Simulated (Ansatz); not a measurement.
## HGe–GeH, triplet: vertical spin and charge gaps

Geometry (PBE0/def2-TZVP stationary point for this spin, not checked as a minimum):

```xyz
4

Ge    0.0000   -0.0625    1.2017
Ge    0.0000    0.0625   -1.2017
H     0.0000    1.4524    1.6545
H     0.0000   -1.4524   -1.6545
```

Basis cc-pVDZ; Ansatz 0.2.0. Only valence electrons are correlated (noble-gas cores and the filled d shells of p-block atoms frozen). R marks a restricted (for open shells ROHF) determinant. No spin–orbit coupling is included, and no scalar relativity.

Gaps are energies of the second state less the first, at fixed atoms, for a selection of the levels run; each method lands on the state that its own search finds for that charge and spin.

HF rows are the lowest solutions found. Coupled cluster chose its determinant by trial CCSD, here up to 0.18 eV above the lowest Hartree–Fock solution of its kind, and MP2 stands on that determinant too.

Removing an electron, to the doublet: 7.764 eV at RCCSDTQ.

Large singles or doubles amplitudes warn of static correlation in the HGe–GeH⁺ doublet.

```csv
level,gap (eV),error (meV)
RMP2,7.908,144
RCCSD,7.822,58
RCCSD(T),7.781,17
BCCD(T),7.786,22
RCCSDT,7.770,6
RCCSDT(Q),7.764,0
r2SCAN,8.177,413
PBE0,8.123,359
B3LYP,8.050,286
RPA-PBE,7.851,87
```

Q: PBE gives 9.277 eV for removing an electron, to the quartet. Estimate what RCCSDTQ gives in cc-pVDZ.

A: RCCSDTQ in cc-pVDZ gives 9.015 eV, so against it PBE is off by 0.262 eV.

| level | gap (eV) | error (meV) |
| --- | --- | --- |
| RMP2 | 8.942 | -73 |
| RCCSD | 8.966 | -49 |
| RCCSD(T) | 9.014 | -1 |
| RCCSDT | 9.010 | -5 |
| RCCSDT(Q) | 9.015 | 0 |
| PBE0 | 9.258 | 243 |
| wB97M-V | 9.266 | 251 |
| B2PLYP | 9.218 | 203 |
| RPA-PBE | 9.163 | 148 |

Quintet less triplet: 2.721 eV at RCCSDTQ.

```tsv
level	gap (eV)	error (meV)
RHF	1.649	-1072
RMP2	2.587	-134
RCCSD	2.616	-105
BCCD(T)	2.700	-21
RCCSDT	2.712	-9
RCCSDT(Q)	2.720	-1
PBE	3.049	328
r2SCAN	2.774	53
PBE0	2.835	114
B3LYP	3.175	454
```

In so small a basis the reference is far from its limit while semilocal and hybrid functionals are nearer theirs (RPA and double hybrids share much of the reference's basis error), so the functionals' errors here hold much of the reference's basis and frozen-core error, which can add to them or hide them.

Full CI isn't at hand for all of this; RCCSDTQ serves as the reference, and is uncertain by about the last step of the cluster series.
